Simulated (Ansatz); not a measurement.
# BO (quartet): B97M-V, PBE0 over a scan of the distance B1–O2, 6-31G

How well do these functionals follow the top wave-function level for BO (quartet) over a scan of the distance B1–O2?

Method: 6-31G, all electrons in the functionals; program: Ansatz 0.2.0, Gaussian basis.

The runs, in order: B97M-V, PBE0, at 1.119 Å; 1.248 Å; 1.403 Å; 1.573 Å; 1.674 Å; 1.955 Å; 2.192 Å; 2.615 Å; 3.068 Å; 3.853 Å; 4.739 Å.

21 further runs of the same task are left out: 15 that didn't finish, 6 set aside as unsound or not needed.

**1. The system**

The geometry derives from a PBE0/def2-TZVP stationary point (not a proven minimum). One bond is set to the value named and the two fragments are kept rigid.

2 atoms, charge 0, spin multiplicity 4.

Atoms are counted from 1 here; the program's logs count them from 0.

Bond lengths: B1–O2 1.403 Å.

No dispersion term is added; B97M-V holds VV10 nonlocal correlation.

The geometry shown and the zero of energy belong to the point 1.403 Å. The yardstick, FCI, and other wave-function levels (R restricted, U unrestricted, valence and pair active spaces) come from earlier runs.

**2. B97M-V, 1.119 Å**

in.yaml

```yaml
crystal:
  periodic: [false, false, false]
  atoms:
    - {symbol: B, position_ang: [0.000000, 0.000000, 0.000000]}
    - {symbol: O, position_ang: [0.000000, 0.000000, 1.119000]}
basis:
  gaussian: {orbitals: 6-31G}
magnetization: {spin_polarized: true, initial_magnetization: 3}
hamiltonian: {xc: {name: B97M-V}}
```

Started as:

```bash
$ ansatz run in.yaml --threads 1 --pin off --events-out ev --progress --plain --max-ram 2393MiB
```

Further steps of the session: B97M-V, 1.248 Å; B97M-V, 1.403 Å; B97M-V, 1.573 Å; B97M-V, 1.674 Å; B97M-V, 1.955 Å; B97M-V, 2.192 Å; B97M-V, 2.615 Å; B97M-V, 3.068 Å; B97M-V, 3.853 Å; B97M-V, 4.739 Å; PBE0, 1.119 Å; PBE0, 1.248 Å; PBE0, 1.403 Å; PBE0, 1.573 Å; PBE0, 1.674 Å; PBE0, 1.955 Å; PBE0, 2.192 Å; PBE0, 2.615 Å; PBE0, 3.068 Å; PBE0, 3.853 Å; PBE0, 4.739 Å.

**Question.** What will the summary of the whole plan be? Wanted: span of the FCI curve; largest miss, B97M-V; largest miss, PBE0.

As calculated:

| quantity | value |
| --- | --- |
| span of the FCI curve | 3.432 eV |
| largest miss, B97M-V | +0.179 eV (4.739 Å) |
| largest miss, PBE0 | +0.390 eV (4.739 Å) |

**Reading.** Of the functionals, B97M-V keep the smallest largest miss at the points compared (at most 0.179 eV) and PBE0 strays most (0.390 eV, at 4.739 Å). Functionals and the yardstick converge differently with the basis, so part of each miss in 6-31G is the basis.
